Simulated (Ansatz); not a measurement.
Input file:

```yaml
crystal:
  periodic: [false, false, false]
  atoms:
    - {symbol: F, position_ang: [0.000000, -1.270593, 1.599859]}
    - {symbol: Ge, position_ang: [0.000000, 0.428948, 1.113286]}
    - {symbol: Ge, position_ang: [0.000000, -0.116879, -1.506780]}
    - {symbol: H, position_ang: [0.000000, 1.458985, -1.797121]}
basis:
  gaussian: {orbitals: cc-pVDZ}
magnetization: {spin_polarized: false}
correlation: {method: bccd_t, electrons: outside_noble_gas}
scf: {lower_state_search: light}
```

```sh
$ ansatz run in.yaml --threads 1 --pin off --events-out ev --progress --plain --max-ram 2393MiB
```

Problem. Roughly how long does this take on 1 thread of Arm Neoverse V2, shared host, and how much host memory?

Solution. 8.5 s wall and 0.14 GiB.

```
832 factors; integrals over basis functions are off by at most 1.1e-3 eV
mean field evaluation 1: about -115664.6772 eV, gradient 2.8e1 eV
mean field evaluation 2: about -115664.6828 eV, gradient 2.8e1 eV
mean field evaluation 4: about -115666.3751 eV, gradient 1.7e0 eV
mean field evaluation 8: about -115666.4019 eV, gradient 4.1e-2 eV
mean field evaluation 16: about -115666.3924 eV, gradient 4.5e-1 eV
mean field evaluation 32: about -115664.8416 eV, gradient 1.1e0 eV
mean field evaluation 64: about -115664.6858 eV, gradient 5.3e-1 eV
mean field evaluation 96: about -115664.6599 eV, gradient 1.7e0 eV
mean field evaluation 128: about -115666.4019 eV, gradient 3.0e-2 eV
mean field -115666.40188486 eV, -4250.6618677657 hartree, gradient 2.4e-6 eV, S^2 0.000000; 5 other end points of the search recorded, 0 dependent functions left out; unrestricted orbitals would lower it
determinant -115666.40188486 eV, -4250.6618677657 hartree, with singles and doubles -115676.36958458 eV, -4251.0281739738 hartree
determinant -115664.68504550 eV, -4250.5987750828 hartree, with singles and doubles -115675.38185725 eV, -4250.9918756641 hartree
29 core orbitals not correlated: weight in the atoms' cores, before any rotation towards them, 0.965 or more for the frozen orbitals, at most 0.043 for the correlated occupied ones
reference -115666.40188486 eV, -4250.6618677657 hartree; 8, 8 occupied and 36, 36 virtual orbitals, 832 factors
second order -9.01901107 eV of doubles, -0.00000000 eV of singles
cycle   1  -9.93547924 eV  change    3.2e-2 eV  update   1.3e-2
cycle   2  -9.93673609 eV  change   -1.3e-3 eV  update   4.4e-3
cycle   3  -9.93846682 eV  change   -1.7e-3 eV  update   2.0e-3
cycle   4  -9.93635892 eV  change    2.1e-3 eV  update   1.1e-3
cycle   5  -9.93706655 eV  change   -7.1e-4 eV  update   7.9e-4
cycle   6  -9.93773292 eV  change   -6.7e-4 eV  update   4.1e-4
cycle   7  -9.93764006 eV  change    9.3e-5 eV  update   1.7e-4
cycle   8  -9.93760135 eV  change    3.9e-5 eV  update   6.1e-5
cycle   9  -9.93759219 eV  change    9.2e-6 eV  update   2.6e-5
cycle  10  -9.93759112 eV  change    1.1e-6 eV  update   1.2e-5
perturbative correction -0.28662894 eV, -0.0105334194 hartree
Total energy: -115676.62610493 eV, -4251.0376009227 hartree
```
